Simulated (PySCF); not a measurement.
Species: C₃H₄ClS (doublet state).
Structure used (GFN2-xTB), in Å, numbered top down from 1:
```xyz
9
C3H4ClS angstrom
C      2.077    0.167   -0.019
S      0.688    0.211    0.945
C     -0.667   -0.143   -0.133
C     -1.914   -0.112    0.331
Cl    -0.329   -0.508   -1.784
H      3.003    0.286    0.501
H      2.009    0.306   -1.078
H     -2.097    0.125    1.363
H     -2.759   -0.325   -0.297
```

The hyperfine couplings belong to this conformer and change with its torsions.

Identity: `[CH2]SC(=C)Cl` [radical].

Level of theory: UKS B3LYP, pcH-1 on C Cl H S, non-relativistic, mean-field spin-orbit, GIAO in PySCF 2.14.0. One conformer (not necessarily the lowest) at the GFN2-xTB geometry, without solvent, vibrations or thermal averaging. A GFN2-xTB geometry isn't a minimum of the functional, and hyperfine couplings can be far from their values at a DFT geometry. Stability of the SCF solution: not tested.

Problem. Where do the isotropic ENDOR lines of C1, C4, C3, H6, H7, H9, H8 and Cl5 fall at 3357.0 mT, to first order?

Solution. ν± = |νn ± a/2|, one line for each electron-spin manifold; νn = |g_N| × 7.62259 MHz/T × B.

| nuclei | isotope | g_N | νn (MHz) | a_iso (MHz) | lower line (MHz) | upper line (MHz) |
| --- | --- | --- | --- | --- | --- | --- |
| C1 | 13C | 1.4048 | 35.95 | 99.19 | 13.65 | 85.54 |
| C4 | 13C | 1.4048 | 35.95 | 11.46 | 30.22 | 41.68 |
| C3 | 13C | 1.4048 | 35.95 | -4.62 | 33.64 | 38.26 |
| H6 | 1H | 5.5857 | 142.93 | -52.57 | 116.65 | 169.22 |
| H7 | 1H | 5.5857 | 142.93 | -43.04 | 121.41 | 164.45 |
| H9 | 1H | 5.5857 | 142.93 | -10.34 | 137.76 | 148.10 |
| H8 | 1H | 5.5857 | 142.93 | -9.02 | 138.42 | 147.44 |
| Cl5 | 35Cl | 0.5479 | 14.02 | -0.90 | 13.57 | 14.47 |

The rows for 13C, of low natural abundance, apply to labelled samples.

Problem. Which pairs are centred on the nuclear Larmor frequency, and which on half the coupling?

Solution. Centred on νn, since |a| < 2νn: C4, C3, H6, H7, H9, H8 and Cl5. Centred on |a|/2 and split by 2νn: C1.

Problem. At what field would the lower line of C3 fall to zero frequency?

Solution. Where νn = |a|/2, that is B = 2.31 MHz/(1.4048 × 7.62259 MHz/T) = 216 mT, as far as first order holds there.

H6 and H7 aren't averaged: C1 is flat or nearly so (angle sum 358°), and its turn about the short C1–S2 bond (1.69 Å) is taken as slow.

Main isotope only: 35Cl (natural samples also hold 24 % 37Cl, magnetic too, which adds its own pattern).

The run took about 80 s of CPU time (grids of density and orbitals included) (one thread, shared machine).
